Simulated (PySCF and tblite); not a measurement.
Values are calculated unless marked as measured or tabulated.
## Conformers and averaged properties: C₅H₁₂, numbered as in [CH3:1][CH2:2][CH2:3][CH2:4][CH3:5]

The ensemble was built from 90 distance-geometry starts (ETKDG, MMFF94s, GFN2-xTB) and rests on PBE0-D3(BJ)/def2-SVP geometries. Free energies are PBE0-D3(BJ)/def2-TZVP (IEF-PCM, chloroform) single points with GFN2-xTB rigid-rotor and vibrational terms (modes under about 100 cm⁻¹ blended into free rotors). Symmetry numbers and mirror images are counted. Conformers within 3 kcal/mol (GFN2-xTB free energy) were kept, 5 at most. GIAO shieldings: wB97X-D/pcSseg-1 (IEF-PCM, chloroform). Shifts are against TMS (¹H), TMS (¹³C) at the same level. Programs: PySCF with density fitting and tblite.

Torsions listed: C1–C2–C3–C4, C2–C3–C4–C5. Of a mirror pair one member is shown.

```tsv
conformer	shape	symmetry	E(GFN2, own minimum) kcal/mol	E(DFT) kcal/mol	G(298.15 K) kcal/mol	weight %	dipole D
1	177°, 65°	C1 (pair)	0.57	0.63	0.00	47.5	0.09
2	180°, 180°	C2v	0.00	0.00	0.06	42.9	0.10
3	-61°, -61°	C2 (pair)	1.16	0.99	0.99	8.9	0.07
4	-61°, 89°	C1 (pair)	2.43	2.90	2.52	0.7	0.17
```

Weights (%) against temperature:

| T (K) | 1 | 2 | 3 | 4 | S(mix) cal/mol/K |
| --- | --- | --- | --- | --- | --- |
| 250 | 43.9 | 48.6 | 7.2 | 0.3 | 2.53 |
| 273.15 | 45.9 | 45.6 | 8.1 | 0.5 | 2.62 |
| 298.15 | 47.5 | 42.9 | 8.9 | 0.7 | 2.71 |
| 323.15 | 48.8 | 40.6 | 9.7 | 1.0 | 2.78 |
| 373.15 | 50.5 | 37.0 | 10.9 | 1.6 | 2.90 |

Averaged shifts at 298.15 K. ¹H: 1.18 (H2/H4, 4H), 1.07 (H3, 2H), 0.96 (H1/H5, 6H) ppm. ¹³C: 36.1 (C3), 25.1 (C2/C4), 16.1 (C1/C5) ppm.

Coordinates of conformer 1 (Å):

```xyz
17

C     2.354   -0.553    0.033
C     0.876   -0.403   -0.288
C     0.172    0.623    0.592
C    -1.300    0.851    0.259
C    -2.193   -0.360    0.486
H     2.505   -0.873    1.077
H     2.839   -1.299   -0.615
H     2.891    0.401   -0.097
H     0.753   -0.112   -1.347
H     0.380   -1.383   -0.189
H     0.262    0.314    1.650
H     0.710    1.584    0.516
H    -1.384    1.179   -0.793
H    -1.673    1.694    0.864
H    -1.921   -1.203   -0.167
H    -3.249   -0.121    0.287
H    -2.124   -0.715    1.528
```

Shifts are unscaled: against experiment ¹³C can be off by 15 ppm or more and ¹H by 0.8 ppm.

Search and properties took 2.3 min on 1 thread of Arm Neoverse V1, on a host shared with other jobs (rough), launched as `OMP_NUM_THREADS=1 python ens_run.py task.json out`.
